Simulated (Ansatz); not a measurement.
## Ansatz (development build ahead of 0.2.0) run

```yaml
crystal:
  periodic: [false, false, false]
  atoms:
    - { symbol: C, position_ang: [-0.00417, -0.00883, -0.3075] }
    - { symbol: O, position_ang: [0.00401, 1.1261, 0.2136] }
    - { symbol: O, position_ang: [-0.00355, -1.12483, 0.21259] }
    - { symbol: H, position_ang: [0.00133, -0.0007, -1.48291] }
basis:
  gaussian: { orbitals: def2-TZVP }
total_charge: -1
hamiltonian:
  xc: hf
correlation:
  method: mp2
  frozen_orbitals: { C: 1, H: 0, O: 1 }
```

The input is written out in the form of the current development build from the run's settings.

The run gave:

* Converged: yes
* Reference energy: -188.27581 hartree
* Correlation energy: -0.63266 hartree
* Total energy: -188.90846 hartree
* Spin squared of the determinant: 0.000

Caution: no diffuse functions for an anion.
